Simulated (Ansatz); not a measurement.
nitrous oxide anion (N2O), SMILES N#[N+][O-] (connectivity only; charge and spin as stated), charge -1, multiplicity 2.

Coordinates come from a B3LYP-D3(BJ)/def2-TZVPD optimisation. The multiplicity is an assumed one; other spin states were not compared.

Two levels are set side by side: PBE/def2-TZVPD (Ansatz, a program for electronic structure) and PBE0/def2-TZVPD (Ansatz). Energy differences of separate SCF runs at the same geometry; the states with an electron removed or added have multiplicity 1. Differences are taken from unrounded values.

```json
[
 {"quantity": "vertical ionisation energy (eV)", "PBE": "1.44"}
]
```

### Question
These are the PBE values. What does PBE0 give? (The exact figures need the calculation; the answer reports its results.)

### Answer

```
quantity                         PBE0  PBE minus PBE0
-------------------------------  ----  --------------
vertical ionisation energy (eV)  1.72           -0.28
```
